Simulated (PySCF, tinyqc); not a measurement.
Ways to converge the cycle: SCF convergence aids in the sto-3g basis, for BH, spin multiplicity 1. Computed by the program tinyqc with PySCF. RHF with one setting changed at a time; a run stops when the energy changes by less than 1e-09 hartree and the error matrix is below 1e-5. The start is the core Hamiltonian. Damping d keeps d of the old density; a shift (hartree) raises the virtual levels; DIIS n extrapolates F over n matrices.

Geometry (angstrom):
```
atom       x       y       z
B     0.0000  0.0000  0.0000
H     0.0000  0.0000  1.4310
```

lowest restricted solution found by these runs and by PySCF = -24.733428 hartree

Largest element of the error matrix X^T (FDS - SDF) X:
```
iteration    plain  damping 0.3  damping 0.6  shift 0.4   DIIS 3   DIIS 8
1          5.9e-01      5.9e-01      5.9e-01    5.9e-01  5.9e-01  5.9e-01
2          7.1e-02      2.2e-01      4.1e-01    3.8e-01  7.1e-02  7.1e-02
3          2.0e-02      7.3e-02      2.7e-01    1.4e-01  2.0e-02  2.0e-02
4          6.4e-03      3.0e-02      1.7e-01    4.7e-02  1.3e-03  1.3e-03
5          2.0e-03      1.4e-02      1.0e-01    1.6e-02  3.3e-05  1.1e-05
6          6.5e-04      6.8e-03      6.4e-02    5.8e-03  4.2e-07  1.0e-06
8          6.8e-05      1.7e-03      2.3e-02    7.6e-04        -        -
10         7.1e-06      4.7e-04      1.1e-02    1.1e-04        -        -
14               -      3.6e-05      2.6e-03    9.2e-06        -        -
20               -            -      3.4e-04          -        -        -
30               -            -      1.5e-05          -        -        -
```

How each run ends:
```
run          iterations  E (hartree)         state
plain                10   -24.733428  lowest found
damping 0.3          19   -24.733428  lowest found
damping 0.6          41   -24.733428  lowest found
shift 0.4            14   -24.733428  lowest found
DIIS 3                7   -24.733428  lowest found
DIIS 8                6   -24.733428  lowest found
```

What does the comparison show, and why?

6 of 6 runs reach the lowest restricted solution found, in 6 to 41 iterations (fastest: DIIS 8). Plain steps already contract here, so damping only slows them. DIIS 3 and DIIS 8 gain by cancelling the error over several earlier matrices, much as a quasi-Newton step does. The restricted reference is unstable here: a spin-polarised solution lies 0.0077 hartree lower (PySCF), so results built on it describe a poor reference.
